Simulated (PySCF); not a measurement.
Excitations are Tamm–Dancoff values on a coarser integration grid.

Cartesian coordinates (Å):
```xyz
5

C     -0.5409    -0.0009     0.0853
C      0.7637     0.0013     0.0056
O      1.9179     0.0032    -0.0650
H     -1.0752    -0.9365     0.0126
H     -1.0655     0.9330     0.2228
```
Charge 0, multiplicity 1.

Q: Predict the dipole moment, S1 excitation (TDA), HOMO–LUMO gap, brightest of the four lowest singlets (TDA), HOMO, S1–T1 gap (TDA), T1 excitation (TDA) and LUMO from ωB97X-D3(BJ)/def2-TZVPD // PBE0-D3(BJ)/def2-TZVPD (PySCF).

A: 
```
Quantity                                        Value
-------------------------------------------  --------
dipole moment                                  1.47 D
S1 excitation (TDA)                           4.00 eV
HOMO–LUMO gap                                10.92 eV
brightest of the four lowest singlets (TDA)   7.80 eV
HOMO                                         -9.55 eV
S1–T1 gap (TDA)                               0.33 eV
T1 excitation (TDA)                           3.68 eV
LUMO                                          1.37 eV
```
